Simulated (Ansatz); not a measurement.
Reaction (hydrogenolysis of a C–F bond): `F/C=C\CF` + H₂ → `C=CCF` + H–F

Computed with Ansatz on PBE0-D4/def2-TZVP structures; ΔE is electronic, products minus reactants. CBS: MP2 limit from def2 TZ/QZ plus the TZ coupled-cluster correction, frozen cores. This one scheme is used for every species. Functionals use def2-TZVPP. HSE06 is defined as in plane-wave codes. One conformer a species, not always the lowest.

Question: Is it downhill or uphill in electronic energy at CCSD(T)/CBS, and by how much? (Best estimate.)

Answer: Computed: Downhill: ΔE = -101.3 kJ/mol.

Question: What do these levels give: PBE0-D4, HSE06-D4, ωB97X-V, LC-ωPBE, SCS-MP2/def2-QZVPP, CCSD/CBS(def2)? (An estimate is asked.)

Answer: Computed: PBE0-D4 -90.5, HSE06-D4 -90.5, ωB97X-V -85.9, LC-ωPBE -90.9, SCS-MP2/def2-QZVPP -100.8, CCSD/CBS(def2) -104.6 kJ/mol.

Largest T1 diagnostic among the species: 0.012.

From BLYP to BHLYP (50 % exact exchange), in def2-TZVPP and without D4, ΔE moves by −15.1 kJ/mol. At CCSD(T), def2-SVP lies +15.7 kJ/mol from the extrapolated value and def2-TZVPP +3.7 kJ/mol. Leaving LDA and LC-ωPBE aside and taking each functional with its dispersion term where it has one, the values, not all of them listed here, spread over 20.3 kJ/mol, from PBE-QIDH to BLYP-D4.
